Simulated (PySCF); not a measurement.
CHO, SMILES [CH]=O, doublet, CAM-B3LYP/def2-SVP optimised geometry. Atoms within 1.6 Å of the plane z = 0.0 Å (x, y, z in Å): C1 (-0.23, -0.48, 0.00), O2 (-0.90, 0.48, 0.00), H3 (0.90, -0.48, 0.00).

Calculation: unrestricted CAM-B3LYP/def2-TZVP in PySCF. Cells within 0.4 Å of a nucleus heavier than hydrogen are left out (blank, or x).

Map of the Laplacian of the electron density (e/bohr⁵), clipped to [-1.50, 1.50] on the plane z = 0.0 Å:

```
|7777777777777777777777777777777|
|7777777777777777777777777777777|
|7777777777777777777777777777777|
|7777777777777777777777777777777|
|7777777777777777777777777777777|
|7777777777777777777777777777777|
|7777777777777777777777777777777|
|7777777777777777777777777777777|
|7777777777887777777777777777777|
|7777777789999877777777777777777|
|7777777899779987777777777777777|
|7777778991xx0998777777777777777|
|777777896xxxx798777777777777777|
|777777896xxxx698877777777777777|
|7777778980xx0488877777777777777|
|7777777899620157777777777777777|
|7777777789973xxx555567777777777|
|777777778887xxxx332006777777777|
|777777777787xxxx233007777777777|
|7777777777764xxx456667777777777|
|7777777777775445777777777777777|
|7777777777777667777777777777777|
|7777777777777777777777777777777|
|7777777777777777777777777777777|
|7777777777777777777777777777777|
|7777777777777777777777777777777|
|7777777777777777777777777777777|
|7777777777777777777777777777777|
|7777777777777777777777777777777|
|7777777777777777777777777777777|
|7777777777777777777777777777777|
```
Scale: ten equal steps from -1.50 (start of '0') to 0.619 (end of '9'), in the order '0123456789'; x runs from -3.00 to 3.00, y from -3.00 (bottom) to 3.00 (top).
